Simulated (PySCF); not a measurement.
# O₃: magnetic properties

The task here is to estimate one member of a computed series from the others.

Programs: PySCF 2.14.0, with routines of our own; each step states its level. All values are computed. Atoms count from 0.

## The starting structure

3 atoms, charge 0, multiplicity 1; geometry from: GFN2-xTB.

The first run:

What the job is given:

```
{"job": {"xc": "PBE0", "basis": "def2-SVP", "d3": "d3bj", "grid": 1, "kind": "geom"}, "charge": 0, "multiplicity": 1}
O     -1.061909    -0.239024    -0.002591
O     -0.008937     0.408729    -0.010966
O      1.082327    -0.172243     0.001003
```

On the command line:

```console
$ OMP_NUM_THREADS=1 python excited_run.py task.json out
```

One launch serves the whole session: the jobs run in the order shown.

Steps of the session up to this table: Optimising the geometry at PBE0-D3(BJ)/def2-SVP; Magnetic properties: GIAO B3LYP/IGLO-III; Magnetic properties: GIAO B3LYP/cc-pVDZ; Magnetic properties: GIAO B3LYP/pcSseg-0; Magnetic properties: GIAO B3LYP/pcSseg-1; Magnetic properties: GIAO B3LYP/aug-pcSseg-1; Magnetic properties: GIAO B3LYP/def2-SVP.

One table of the session follows, with a row left open; its other results are not shown here.

It belongs to the step «Magnetic properties side by side». 

| level | gap (eV) |
| --- | --- |
| GIAO B3LYP/IGLO-III | 4.28 |
| GIAO B3LYP/cc-pVDZ | 4.23 |
| GIAO B3LYP/pcSseg-0 | ? |
| GIAO B3LYP/pcSseg-1 | 4.24 |
| GIAO B3LYP/aug-pcSseg-1 | 4.28 |
| GIAO B3LYP/def2-SVP | 4.22 |

Estimate the missing values for GIAO B3LYP/pcSseg-0.

The run gave: gap (eV): 3.96. In the column «gap (eV)» it is the lowest.

Limits of these values: Vibrational averaging and real surroundings are missing from these values.
